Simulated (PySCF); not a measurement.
Molecule: `C([N+]#[C-])CC`, C$_{4}$H$_{7}$N.

Molfile (atoms numbered from 1):
```
C4H7N
     RDKit          3D

 12 11  0  0  0  0  0  0  0  0999 V2000
    2.3249    1.0696    1.1246 C   0  0  0  0  0  0  0  0  0  0  0  0
    1.6769    0.2095    0.6604 N   0  0  0  0  0  0  0  0  0  0  0  0
    0.8532   -0.7912    0.0919 C   0  0  0  0  0  0  0  0  0  0  0  0
   -0.3081   -0.2042   -0.7053 C   0  0  0  0  0  0  0  0  0  0  0  0
   -1.2535    0.6421    0.1290 C   0  0  0  0  0  0  0  0  0  0  0  0
    0.4752   -1.4280    0.9094 H   0  0  0  0  0  0  0  0  0  0  0  0
    1.4797   -1.4291   -0.5517 H   0  0  0  0  0  0  0  0  0  0  0  0
   -0.8479   -1.0500   -1.1617 H   0  0  0  0  0  0  0  0  0  0  0  0
    0.1040    0.3897   -1.5376 H   0  0  0  0  0  0  0  0  0  0  0  0
   -0.7290    1.4992    0.5778 H   0  0  0  0  0  0  0  0  0  0  0  0
   -2.0759    1.0367   -0.4852 H   0  0  0  0  0  0  0  0  0  0  0  0
   -1.6995    0.0557    0.9483 H   0  0  0  0  0  0  0  0  0  0  0  0
  1  2  3  0
  2  3  1  0
  3  4  1  0
  4  5  1  0
  3  6  1  0
  3  7  1  0
  4  8  1  0
  4  9  1  0
  5 10  1  0
  5 11  1  0
  5 12  1  0
M  CHG  2   1  -1   2   1
M  END
```

Geometry PBE0-D3(BJ)/def2-SVP throughout; GIAO in PySCF 2.14, gas phase, one conformer, non-relativistic; equivalent atoms averaged; functional PBE0.

(1) How do the shifts δ (against TMS, NH3 at the same level) depend on the basis set? (ppm; last column core-seconds on shared hosts with different chips, so compare them loosely)

(2) Which nucleus moves most, in ppm?

(3) Taking the largest basis, pcSseg-2 (278 functions), as the yardstick, rank the others by their worst heavy-atom deviation.

## Answers

(1) 
```
    basis set  functions     C1    C3    C4    C5     N2  H6/H7  H8/H9  H10/H11/H12  core-s
       STO-3G         32  163.3  41.3  26.0  19.0   98.3   2.81   1.44         1.12     2.2
        6-31G         59  164.6  41.6  24.2  13.0  167.9   3.55   1.76         1.40     4.1
     pcSseg-0         59  185.1  44.0  24.8  13.9  194.6   3.57   1.63         1.39     3.8
       6-31G*         84  163.7  40.7  23.6  12.0  159.4   3.19   1.54         1.18     5.3
     def2-SVP        105  169.5  39.7  23.0  11.4  175.3   3.10   1.36         1.05     6.6
      cc-pVDZ        105  171.2  42.3  26.3  12.8  178.0   3.26   1.46         1.11     7.5
     pcSseg-1        120  182.4  42.4  26.0  12.4  192.9   3.25   1.45         1.20      15
6-311+G(2d,p)        177  175.2  41.7  25.7  11.5  187.9   3.28   1.52         1.10      14
  aug-cc-pVDZ        178  169.3  40.9  26.3  11.6  178.2   3.42   1.61         1.18      15
    def2-TZVP        197  177.9  42.8  26.6  12.3  192.2   3.26   1.52         1.10      17
     IGLO-III        245  180.6  43.6  26.9  12.2  192.2   3.31   1.54         1.11      24
      cc-pVTZ        248  176.8  42.3  26.1  12.1  190.5   3.28   1.52         1.11      25
     pcSseg-2        278  182.8  44.1  27.2  12.6  194.0   3.26   1.52         1.12      49
```

(2) N2 (isocyanide nitrogen): from 98.3 ppm with STO-3G to 194.6 ppm with pcSseg-0. The smallest spread is 0.36 ppm, at H10/H11/H12. Proton shifts span only some 12 ppm, so a few tenths of a ppm matter as much there as several ppm in carbon.

(3) pcSseg-1 1.7 ppm (120 functions), IGLO-III 2.2 ppm (245 functions), pcSseg-0 2.4 ppm (59 functions), def2-TZVP 4.9 ppm (197 functions), cc-pVTZ 6.0 ppm (248 functions), 6-311+G(2d,p) 7.6 ppm (177 functions), aug-cc-pVDZ 15.8 ppm (178 functions), cc-pVDZ 16.0 ppm (105 functions), def2-SVP 18.7 ppm (105 functions), 6-31G 26.0 ppm (59 functions), 6-31G* 34.6 ppm (84 functions), STO-3G 95.6 ppm (32 functions).

A small basis that lands close on one nucleus may do so by chance; judge by the trend and by all nuclei.
